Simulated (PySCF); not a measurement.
Gas-phase reaction: 4 H2BNH2 + BF3.NH3 = 2 HBNH + 3 BH2F + 3 NH3

Energies from PySCF (xtb for GFN2), thermal terms from the rigid-rotor harmonic-oscillator model, ideal gas at 1 bar. † marks an energy on the PBE0/def2-TZVP geometry and frequencies; other levels use their own. MP2 and CCSD(T) freeze the core. All species are closed-shell singlets. Adducts (BF3.NH3) have no counterpoise correction, and HF, PBE, BLYP, B3LYP and PBE0 lack dispersion. H2BNH2, BF3.NH3, HBNH, BH2F: computed as isolated molecules; such fragments, hydroxides, amides, oligomers or adducts are transient or little studied in the gas. MP2 isn't extrapolated to the basis-set limit. CCSD(T) isn't extrapolated to the basis-set limit.

```
level                ΔH°(298 K), kJ
-------------------  --------------
CCSD(T)/def2-SVP†               [?]
CCSD(T)/def2-TZVPP†             [?]
GFN2-xTB                        491
MP2/def2-SVP†                   677
PBE0/def2-TZVP                  683
```

Task: What belongs in the gaps?

Result: 
- CCSD(T)/def2-SVP†, ΔH°(298 K), kJ: 674
- CCSD(T)/def2-TZVPP†, ΔH°(298 K), kJ: 637
